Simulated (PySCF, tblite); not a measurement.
Compound: H2O2P (charge -1).
Bonds: O1–P2 (double), P2–O3. Hydrogens: H4, H5 on P2.

Computed geometry: GFN2-xTB, gas phase.

(1) Give the optimised bond lengths and angles.

## Answers

(1) 
```tsv
bond	length (Å)	order
O1=P2, P2–O3	1.478	double/single
P2–H4, P2–H5	1.412	single
```

Bonds in one row agree within 0.01 Å and their mean is given. Orders are formal, as drawn. A selection of angles:
```tsv
angle	degrees
O1–P2–O3	118.5
O1–P2–H4	110.1
H4–P2–H5	95.5
```

P2 (phosphoryl phosphorus) has angles from 95.5° to 118.5°.

Point group: C2v (tolerance 0.08 Å). Its GFN2-xTB frequencies are all real (lowest 493 cm⁻¹).


Compound: C₃HOP.
Numbering: `[CH:1]#[C:2][P:3]=[C:4]=[O:5]` (hydrogens: H6 on C1)

Level of theory: PBE0-D3(BJ)/def2-SVP geometry optimisation, gas phase (PySCF 2.14.0).

(1) Give the optimised bond lengths and angles.

## Answers

(1) 
```csv
bond,length (Å),order
C1≡C2,1.217,triple
C2–P3,1.764,single
P3=C4,1.699,double
C4=O5,1.150,double
C1–H6,1.075,single
```

Orders are formal, as drawn. A selection of angles:
```csv
angle,degrees
C2–C1–H6,179.3
C1–C2–P3,172.6
C2–P3–C4,92.8
P3–C4–O5,174.8
```

The 5 heavy atoms lie in one plane (0.001 Å rms). The C–P distances run from 1.699 Å (P3=C4, drawn double) to 1.764 Å (C2–P3, drawn single), a spread of 0.065 Å.

Point group: Cs (tolerance 0.08 Å). Whether it is a minimum is left open (no frequencies).
